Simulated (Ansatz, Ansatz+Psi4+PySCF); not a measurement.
```yaml
atoms:
  - { symbol: C, position_ang: [0.0000, 0.0000, -0.5438] }
  - { symbol: F, position_ang: [0.0000, 0.9419, 0.1813] }
  - { symbol: F, position_ang: [0.0000, -0.9419, 0.1813] }
```

Basis set: cc-pVTZ (spherical functions). Frozen core: 3 orbitals. Charge 0, multiplicity 1.

Computed with Ansatz (development build ahead of 0.2.0); each method stands on the lowest determinant of its kind that the runs found. Restricted open shells among the atoms or ions are ROHF, correlated in semicanonical orbitals with singles.

(1) Give the atomization energy at this shape (free ground-state atoms in the same class of orbitals less the molecule, no zero-point energy) of singlet CF₂ by RHF-MP2, RHF.

Answers

(1)

| method | atomization energy |
| --- | --- |
| RHF-MP2 | 10.58 eV |
| RHF | 6.74 eV |

Caution: no unrestricted run beside it, a lower state can exist; the shape is not the minimum.
